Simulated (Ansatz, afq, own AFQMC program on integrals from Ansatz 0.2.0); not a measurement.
Integrals from Ansatz 0.2.0, then the random walk in our own AFQMC program (afq).

```yaml
crystal:
  periodic: [false, false, false]
  atoms:
    - {symbol: Si, position_ang: [0.000000, -0.109217, 0.000000]}
    - {symbol: H, position_ang: [0.000000, 1.521624, -1.665538]}
    - {symbol: H, position_ang: [0.000000, 1.521624, 1.665538]}
basis:
  gaussian: {orbitals: cc-pVDZ}
magnetization: {spin_polarized: false}
correlation: {method: ccsd_t, electrons: outside_noble_gas, hamiltonian_folder: ham}
```

```sh
$ ansatz run in.yaml --threads 1 --pin off --events-out ev --progress --plain --max-ram 16896MiB --backend cuda --devices 0, --max-vram 18GiB
```

afq runs on the folder ham with

```
--method phaseless --trial cisd --walkers 4000 --populations 20 --least-time 60 --time-step 0.005 --steps-per-block 50 --equilibration-blocks 40 --max-blocks 4000 --target-error 0.00029 --factor-cut 1e-05 --seed 1007 --release-times 0.24,0.51,0.99,1.62,2.4 --release-step 0.03 --release-every 3 --taylor-order 6
```

Times are imaginary, in 1/Eh. The walk had a cap of 122 s. With eight or more populations the least sampling time is a fifth of least-time, and the error comes from their spread.

Log:

```
orbitals 23  electrons 3 3  factors 140 of 271
reference energy -289.86389820 Eh
CCSD correlation -0.14291789 Eh in 12 cycles, weight of the determinant in the CISD state 0.8175
energy of the start -290.006819 Eh
 block  time / (1/Eh)  mean weight  energy / Eh
     1     0.250  0.9998  -290.005499
     2     0.500  1.0000  -290.005464
     3     0.750  0.9999  -290.005984
     4     1.000  1.0001  -290.006609
     5     1.250  1.0001  -290.007345
    10     2.500  0.9999  -290.009993
    15     3.750  1.0002  -290.010958
    19     4.750  0.9999  -290.011500
    29     7.250  1.0002  -290.011862
    39     9.750  1.0000  -290.013315
    49    12.250  1.0004  -290.012783
    59    14.750  1.0000  -290.012747
    65    16.250  1.0000  -290.013585
    69    17.250  1.0001  -290.012869
    79    19.750  1.0001  -290.012453
    89    22.250  1.0000  -290.012556
error from the spread of 20 populations
released: time / (1/Eh)  energy / Eh  error  mean overlap
  0.24  -290.012697  0.000158  1.0001
  0.51  -290.012837  0.000144  0.9998
  0.99  -290.013072  0.000087  0.9971
  1.62  -290.013339  0.000098  0.9974
  2.40  -290.013623  0.000086  0.9959
energy -290.012531 +/- 0.000170 Eh
(rows thinned)
```

The run passed its tests (sampling time, drift between the halves within three errors, error under three times the target), which doesn't prove that it has relaxed. The second half of the sampling lies above the first by 2.1 errors of their difference, so the energy may still be moving and its error bar be too small.

Against this walk (error 4.6 meV) on the same determinant: CCSD(T) 0.1 meV lower (within the noise), CCSDT(Q) 43.3 meV lower, CCSDTQ 41.9 meV lower, full CI 41.3 meV lower. The error is statistical and leaves out the bias of the constraint. The released energies are still falling (meV from the phaseless value at times in 1/Eh: -5 ± 4 at 0.24, -8 ± 4 at 0.51, -14.7 ± 2.4 at 0.99, -22 ± 3 at 1.62, -29.7 ± 2.3 at 2.40), so they give no level; they do show a bias of the constraint, and the last of them that isn't too noisy lies 12 meV above full CI. Full CI is exact here, so the walk's 41 meV above it is the walk's own error: the bias of the constraint with this trial, or a walk that hasn't relaxed.

Cautions: constraint bias not in the error; restricted determinant unstable towards unrestricted (UHF 540 meV lower, ⟨S²⟩ 1.03); strong correlation (T1 0.037, weight of the determinant 0.82, largest double 0.14).

The walk took 17 s on 1 × NVIDIA H100 80GB HBM3 with 2 threads of AMD EPYC 7R13 Processor (Zen 3), on a shared host (the card was shared). The log's last line is the phaseless energy.

CCSDT and higher add their correlation energy to the determinant of the CCSD(T) run, since their own runs factorise the integrals more tightly (a shift of under 2 meV). A walk keeps the symmetry of its determinant, which the program's search chose and which needn't be the lowest solution, so a lower state of the same spin and another symmetry isn't excluded.
